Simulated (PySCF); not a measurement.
Computed with PBE-D3(BJ)/def2-TZVP // B3LYP-D3(BJ)/def2-TZVP run with PySCF 2.14.0. Isolated molecules, 0 K electronic values unless said otherwise. 

Reference species (SMILES): `[Si](Cl)(Cl)(Cl)Cl` (neutral, multiplicity 1).

| Item | Result |
|---|---|
| dipole moment | 0.00 D |

Changed species: `[SiH4]` (whole molecule; the reference has whole molecule).

### Question
What does the change do to the dipole moment?

### Answer
the dipole moment stays essentially unchanged.
